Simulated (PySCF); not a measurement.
Gas-phase reaction: Si2O2 + H2O ⇌ H2SiO + SiO2

Computed with PySCF (xtb for GFN2) and rigid-rotor harmonic-oscillator thermochemistry at 1 bar. † marks an energy on the PBE0/def2-TZVP geometry and frequencies; other levels use their own. CCSD(T) freezes the core. 6-31G* has spherical d functions here. All species are closed-shell singlets. B3LYP is the form with VWN-RPA correlation. Si2O2, H2SiO: computed as isolated molecules; such fragments, hydroxides, amides, oligomers or adducts are transient or little studied in the gas. CCSD(T) isn't extrapolated to the basis-set limit; its ΔH°(298 K) is 270.6 kJ in def2-SVP and 279.3 kJ in def2-TZVPP. The harmonic model lacks anharmonicity and excited electronic states, which grow with temperature; levels with a mode under 35 cm⁻¹ are left out. Warning, large T1 diagnostic: H2SiO, SiO2 (CCSD(T)/def2-SVP†, CCSD(T)/def2-TZVPP†).

| level | ΔE electronic, kJ | ΔH°(298 K), kJ | ΔS°(298 K), J/K | ΔG°(2500 K), kJ |
|---|---|---|---|---|
| B3LYP/def2-TZVP† | 266 | 252 | 7 | 226 |
| CCSD(T)/def2-SVP† | 284 | 271 | 7 | 244 |
| CCSD(T)/def2-TZVPP† | 293 | 279 | 7 | 253 |
| GFN2-xTB | -298 | -303 | 1 | -302 |
| HF/6-31G* | 344 | 331 | 7 | 309 |
| M06-2X/def2-TZVP† | 327 | 314 | 7 | 288 |
ΔH° is lowest at GFN2-xTB and highest at HF/6-31G*. No reference value is set beside these.
